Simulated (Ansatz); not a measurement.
Os: from a trial structure to a relaxed crystal

Computed with Ansatz 0.2.0, DFT PBEsol, scalar-relativistic, plane waves, PAW. Cutoff 420 eV, Γ-centred k mesh, Gaussian smearing, no spin polarisation in the final step.

Os was placed on the omega structure type (P6/mmm, No. 191), at a guessed volume.

```
Os
1.0
     4.52664    0.00000    0.00000
    -2.26332    3.92019    0.00000
     0.00000    0.00000    2.77503
Os
3
Direct
  0.00000 0.00000 0.00000
  0.33333 0.66667 0.50000
  0.66667 0.33333 0.50000
```

Cell and atoms relax at zero pressure; the relaxation can't lower the symmetry of the start. After a coarse first stage the cell is made exact in the group found at 0.06 Å.

Energies count from the standard state of Os at the same level.

Problem. Which crystal results?

Solution. It keeps P6/mmm (No. 191). The result has the omega structure. Conventional cell: a = 4.283 Å, c = 2.695 Å. Os on Wyckoff site a (1 atom of the primitive cell) has 14 Os at 2.70–2.82 Å; Os on Wyckoff site d (2 atoms of the primitive cell) has 3 Os at 2.47 Å and 8 Os at 2.70–2.82 Å.

Space group P6/mmm (No. 191). a = 4.283 Å, b = 4.283 Å, c = 2.695 Å, α = 90.00°, β = 90.00°, γ = 120.00°
```csv
atom,site,symmetry,x,y,z
Os,1a,6/mmm,0.0000,0.0000,0.0000
Os,2d,-6m2,0.3333,0.6667,0.5000
```

Problem. What are its volume, energy, density and gap?

Solution. The volume per atom is 14.27 Å³ and the density is 22.13 g/cm³. The energy over the standard structure is 0.38 eV/atom and the gap on the 12×12×18 mesh is 0 eV (a metal).

The final run used a 12×12×18 mesh on its 3-atom cell and 0.10 eV smearing. For metals, differences of a few meV/atom aren't resolved. Spin–orbit coupling is left out. Symmetry constrained the relaxation, so the result can be a saddle point.